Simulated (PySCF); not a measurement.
Stretching OF

Set-up: PySCF, no relativity, basis sets O aug-cc-pVDZ, F aug-cc-pVDZ. Energies in eV from O + F in their ground configurations at the same level. State: ²Π (doublet), unpaired electrons π ↑.

| R (Å) | UHF-CCSD | PBE | ωB97X | BP86 |
| --- | --- | --- | --- | --- |
| 1.150 |  | -1.718 | -1.223 | -1.657 |
| 1.203 | -0.948 | -2.403 | -1.844 | -2.354 |
| 1.257 | -1.349 | -2.810 | -2.183 | -2.771 |
| 1.297 | -1.516 | -2.979 | -2.302 | -2.947 |
| 1.337 | -1.597 | -3.059 | -2.333 | -3.034 |
| 1.377 | -1.611 | -3.069 | -2.296 | -3.049 |
| 1.431 | -1.552 | -2.998 | -2.166 | -2.985 |
| 1.497 | -1.387 | -2.815 | -1.917 | -2.808 |
| 1.578 | -1.113 | -2.507 | -1.544 | -2.504 |
| 1.685 |  | -2.026 | -1.048 | -2.026 |

Problem. Put a parabola through the three lowest points of the UHF-CCSD curve and estimate Re, k and ωe (reduced mass 8.684 u; 1 eV/Å² = 0.16022 mdyn/Å; ωe = 1302.8·√(k/μ) cm⁻¹).

Solution. Through R = 1.337, 1.377, 1.431 Å the second-order coefficient is 15.3 eV/Å², so Re ≈ 1.368 Å, k ≈ 4.92 mdyn/Å and ωe ≈ 980 cm⁻¹. A polynomial fit of higher order to the unrounded UHF-CCSD energies gives Re = 1.367 Å, k = 5.52 mdyn/Å, ωe = 1038 cm⁻¹; anharmonicity and rounding make the difference.

The higher-order fit for each curve: UHF-CCSD: Re = 1.367 Å, ωe = 1038 cm⁻¹, De = 1.61 eV; PBE: Re = 1.363 Å, ωe = 1077 cm⁻¹, De = 3.07 eV; ωB97X: Re = 1.333 Å, ωe = 1163 cm⁻¹, De = 2.33 eV; BP86: Re = 1.367 Å, ωe = 1072 cm⁻¹, De = 3.05 eV.

Correlated steps freeze 2 core orbitals. Correlated levels converge slowly with the basis: in double zeta they bind strong bonds too weakly, by up to about 1 eV, and carry superposition errors of some tenths. ⟨S²⟩ of the unrestricted solution departs from its pure value on part of the curve, where spin states mix. The state was picked by a PBE0 search and need not be the measured ground state.
